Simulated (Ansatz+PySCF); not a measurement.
doublet OH: levels of theory in one basis

```yaml
atoms:
  - { symbol: O, position_ang: [0.0000, 0.0000, -0.1193] }
  - { symbol: H, position_ang: [0.0000, 0.0000, 0.9547] }
```

Basis set: 6-31G (spherical functions). Frozen core: 1 orbital. Correlation on ROHF uses semicanonical orbitals with singles. Charge 0, multiplicity 2.

Computed with Ansatz (development build ahead of 0.2.0); each method stands on the lowest determinant of its kind that the runs found.

```csv
method,E − E(ROHF) (eV),<S²> of the determinant
ROHF,0.00,0.75
UHF,-0.04,0.76
ROHF-MP2,-2.55,–
UHF-MP2,-2.56,0.76
ROHF-CCSD,-2.85,–
ROHF-CCSD(T),-2.87,–
full CI (lowest root of this spin),-2.88,–
```

Task: Is a single determinant a sound starting point here?

Result: By this sign, yes. Unrestricted orbitals gain 0.04 eV and <S²> is 0.76 against 0.75 for a pure state.
